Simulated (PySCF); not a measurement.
Molecule: SMILES CN=[PH3], CH$_{6}$NP.

Molfile (atoms numbered from 1):
```
CH6NP
     RDKit          3D

  9  8  0  0  0  0  0  0  0  0999 V2000
   -1.5527   -0.4913    0.0425 C   0  0  0  0  0  0  0  0  0  0  0  0
   -0.4115    0.0893   -0.6057 N   0  0  0  0  0  0  0  0  0  0  0  0
    1.0419    0.0684   -0.0495 P   0  0  0  0  0  5  0  0  0  0  0  0
   -1.4904   -1.5926    0.1662 H   0  0  0  0  0  0  0  0  0  0  0  0
   -2.4528   -0.3008   -0.5657 H   0  0  0  0  0  0  0  0  0  0  0  0
   -1.7648   -0.0729    1.0488 H   0  0  0  0  0  0  0  0  0  0  0  0
    1.7623   -1.1655    0.1633 H   0  0  0  0  0  0  0  0  0  0  0  0
    1.9120    0.7422   -0.9343 H   0  0  0  0  0  0  0  0  0  0  0  0
    1.3845    0.6883    1.2094 H   0  0  0  0  0  0  0  0  0  0  0  0
  1  2  1  0
  2  3  2  0
  1  4  1  0
  1  5  1  0
  1  6  1  0
  3  7  1  0
  3  8  1  0
  3  9  1  0
M  END
```

Geometry PBE0-D3(BJ)/def2-SVP throughout; GIAO in PySCF 2.14.0 with density-fitted response routines, gas phase, one conformer, non-relativistic; equivalent atoms averaged; basis pcSseg-2.

Question: How do the shifts δ (against TMS, NH3, H3PO4 at the same level) depend on the functional? (ppm; last column core-seconds on 1 thread of an Arm Neoverse V1, shared host)

Answer: 
```csv
functional,kind,C1,N2,P3,H7/H8/H9,H4/H5/H6,core-s
WP04,global hybrid,37.6,17.6,-92.3,6.68,2.76,15
B97-2,global hybrid,36.1,11.9,-105.0,7.18,2.90,13
BHandHLYP,global hybrid,34.6,5.5,-98.2,6.82,2.84,12
CAM-B3LYP,range-separated hybrid,34.9,10.0,-110.2,7.08,2.90,15
wB97X-D,range-separated hybrid,35.2,5.5,-110.3,7.08,2.83,16
LC-wPBE,range-separated hybrid,33.4,-3.3,-114.6,6.88,2.70,22
```

Question: Which nucleus moves most, in ppm?

Answer: P3 (phosphorus bonded to N, 3 H): from -114.6 ppm with LC-wPBE to -92.3 ppm with WP04. The smallest spread is 0.20 ppm, at H4/H5/H6. Proton shifts span only some 12 ppm, so a few tenths of a ppm matter as much there as several ppm in carbon.
